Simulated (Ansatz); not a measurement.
# NF3 (singlet): the correlation ladder, 6-31G

How much of the correlation energy of NF3 (singlet) does each wave-function method recover here?

Computed with Ansatz 0.2.0, Gaussian basis. Level: 6-31G, core rule «outside noble gas», up to 4 orbitals frozen.

To be run: UHF; CCSD(T) on RHF; BCCD(T) on RHF; CISD; CCSDT(Q) on RHF; CCSDTQ on RHF; CASSCF and MRCISD+Q, 20 electrons in 13 orbitals; CASSCF and NEVPT2, 20 electrons in 13 orbitals.

18 further runs of the same task are left out: 1 that didn't finish, 17 set aside as unsound or not needed.

## Step 1: What is computed

The geometry is an MP2(full)/6-31G* stationary point (not a proven minimum).

4 atoms, charge 0, spin multiplicity 1.

Atoms are counted from 1 here; the program's logs count them from 0.

Bond lengths: N1–F2 1.383 Å, N1–F3 1.383 Å, N1–F4 1.383 Å. Angles: F2–N1–F3 101.6°, F2–N1–F4 101.6°, F3–N1–F4 101.6°.

## Step 2: UHF

in.yaml

```yaml
crystal:
  periodic: [false, false, false]
  atoms:
    - {symbol: N, position_ang: [0.000000, 0.000000, 0.494981]}
    - {symbol: F, position_ang: [0.000000, 1.238218, -0.121643]}
    - {symbol: F, position_ang: [1.072328, -0.619109, -0.121643]}
    - {symbol: F, position_ang: [-1.072328, -0.619109, -0.121643]}
basis:
  gaussian: {orbitals: 6-31G}
magnetization: {spin_polarized: true, initial_magnetization: 0}
hamiltonian: {xc: hf}
output: {orbitals: {seedname: orbitals}}
```

Run with:

```
> ansatz run in.yaml --threads 1 --pin off --events-out ev --progress --plain --max-ram 3956MiB --backend cpu
```

After this run come: CCSD(T) on RHF; BCCD(T) on RHF; CISD; CCSDT(Q) on RHF; CCSDTQ on RHF; CASSCF and MRCISD+Q, 20 electrons in 13 orbitals; CASSCF and NEVPT2, 20 electrons in 13 orbitals.

Q: Predict the results of all the runs planned. Wanted: RCCSDTQ below the RHF energy; RMP2 from RCCSDTQ; RCCSD from RCCSDTQ; RCCSD(T) from RCCSDTQ; RCCSDT(Q) from RCCSDTQ; NEVPT2 valence from RCCSDTQ; MRCISD+Q valence from RCCSDTQ; T1 diagnostic; effectively unpaired electrons.

The runs gave:

| quantity | value |
| --- | --- |
| RCCSDTQ below the RHF energy | -14.0549 eV |
| RMP2 from RCCSDTQ | +12.29 kcal/mol |
| RCCSD from RCCSDTQ | +9.77 kcal/mol |
| RCCSD(T) from RCCSDTQ | +1.68 kcal/mol |
| RCCSDT(Q) from RCCSDTQ | -0.16 kcal/mol |
| NEVPT2 valence from RCCSDTQ | +20.60 kcal/mol |
| MRCISD+Q valence from RCCSDTQ | +5.22 kcal/mol |
| levels within 1 kcal/mol (43 meV) | RCCSDT(Q) |
| T1 diagnostic | 0.016 |
| effectively unpaired electrons | 0.09 |

RCCSD(T) misses by +1.68 kcal/mol, 0.5 % of the correlation energy. One determinant dominates. Of the multireference levels listed MRCISD+Q valence comes nearest in total energy (+5.22 kcal/mol), which doesn't show that its space is the better one. These misses are within one basis, not against nature.
